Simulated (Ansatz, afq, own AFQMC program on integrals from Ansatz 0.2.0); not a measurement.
Two steps: Ansatz 0.2.0 writes the Fock matrix and Cholesky factors of the valence space, and afq projects on them the lowest state that overlaps trial and start.

```yaml
crystal:
  periodic: [false, false, false]
  atoms:
    - {symbol: B, position_ang: [0.000000, 0.000000, 0.000000]}
    - {symbol: N, position_ang: [0.000000, 0.000000, 1.275000]}
basis:
  gaussian: {orbitals: 6-31G}
total_charge: 1
magnetization: {spin_polarized: false, initial_magnetization: 1}
correlation: {method: ccsd_t, electrons: outside_noble_gas, hamiltonian_folder: ham}
```

```sh
$ ansatz run in.yaml --threads 1 --pin off --events-out ev --progress --plain --max-ram 16896MiB --backend cuda --devices 0, --max-vram 18GiB
```

afq runs on the folder ham with

```
--method phaseless --trial hf --walkers 4000 --populations 20 --least-time 40 --time-step 0.005 --steps-per-block 20 --equilibration-blocks 112 --max-blocks 4000 --target-error 0.0008 --factor-cut 1e-05 --start spin_pure --seed 8895 --taylor-order 6
```

Times are imaginary, in 1/Eh. The walk had a cap of 49 s. With eight or more populations the least sampling time is a fifth of least-time, and the error comes from their spread.

Output of the walk:

```
orbitals 16  electrons 4 3  factors 93 of 258
reference energy -78.48379052 Eh
CCSD correlation -0.17733744 Eh in 21 cycles, weight of the determinant in the CISD state 0.6945
energy of the start -78.483791 Eh
 block  time / (1/Eh)  mean weight  energy / Eh
     1     0.100  1.0007  -78.514297
     2     0.200  1.0006  -78.536239
     3     0.300  1.0010  -78.555867
     4     0.400  1.0008  -78.570419
     5     0.500  1.0010  -78.581880
    10     1.000  1.0003  -78.611504
    49     4.900  1.0000  -78.648405
    89     8.900  1.0004  -78.671199
   105    10.500  0.9997  -78.680869
   129    12.900  0.9999  -78.663337
   169    16.900  0.9996  -78.672524
   209    20.900  1.0001  -78.669831
   249    24.900  0.9998  -78.661095
   289    28.900  0.9997  -78.655653
   329    32.900  1.0000  -78.668243
   345    34.500  1.0003  -78.670770
error from the spread of 20 populations
energy -78.667916 +/- 0.001485 Eh
(rows thinned)
```

The run passed its tests (sampling time, drift between the halves within three errors, error under three times the target), which doesn't prove that it has relaxed, ending at its cap on processor time. The second half of the sampling lies above the first by 1.9 errors of their difference, so the energy may still be moving and its error bar be too small.

Against this walk (error 40.4 meV) on the same determinant: CCSD(T) 369.8 meV lower, CCSDT(Q) 288.5 meV lower, CCSDTQ 330.2 meV lower, full CI 326.1 meV lower, a separate phaseless walk with a CISD trial and standard settings 184.9 ± 41.1 meV lower. The error is statistical and leaves out the bias of the constraint. Full CI is exact here, so the walk's 326 meV above it is the walk's own error: the bias of the constraint with this trial, or a walk that hasn't relaxed. The determinant is a poor start (see the cautions), so the low cluster orders aren't to be relied on, and full CI is the sure value.

Cautions: constraint bias not in the error; error above the target (40.4 against 21.8 meV); a spin-contaminated unrestricted determinant lies lower (UHF 2.19 eV lower, ⟨S²⟩ 1.88); the search met a lower determinant of the same kind, perhaps of another symmetry (189 meV lower); strong correlation (T1 0.138, weight of the determinant 0.69, largest double 0.23); (T) is large, 11 % of the CCSD correlation; the next higher spin lies close (full CI puts it 90 meV above).

The walk took 49 s on 1 × NVIDIA H100 80GB HBM3 with 2 threads of AMD EPYC 7R13 Processor (Zen 3), with other jobs on the host (the card was shared). The log's last line is the phaseless energy.

CCSDT and higher add their correlation energy to the determinant of the CCSD(T) run, since their own runs factorise the integrals more tightly (a shift of under 2 meV).
